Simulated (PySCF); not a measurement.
**Vibration and rotation of MgP⁻**

B2PLYP constants of MgP⁻, ³Π (triplet), unpaired electrons σ ↑, π ↑ (PySCF, spin-free X2C with a Gaussian nucleus, basis sets Mg aug-cc-pVDZ-DK, P aug-cc-pVDZ-DK; masses 23.9850 and 30.9738 u):

```
ωe            : 351.9 cm⁻¹
ωexe          : 3.46 cm⁻¹
Be            : 0.21039 cm⁻¹
αe            : 0.00202 cm⁻¹
De to Mg + P⁻ : 1.26 eV
```

(1) What force constant and bond length do these constants imply?

(2) Estimate the centrifugal constant D from the Kratzer relation and find the Dunham coefficient a1.

Correlated steps freeze 6 core orbitals. For an ion De counts to the pair picked by the measured ionisation energies or electron affinities, which need not be the lowest pair at this level. B2PLYP dipoles, levels and charges come from its SCF part alone. The state is the lowest determinant that a PBE0 search found; another state may lie lower at other levels.

Results:

(1) Reduced mass μred = 13.518 u; k = 5.8918×10⁻⁷·μred·ωe² (u, cm⁻¹, mdyn/Å) = 0.986 mdyn/Å; Re = √(16.8576/(μred·Be)) (u, cm⁻¹, Å) = 2.435 Å.

(2) D = 4Be³/ωe² = 3.01e-07 cm⁻¹; a1 = −1 − αeωe/(6Be²) = -3.68.
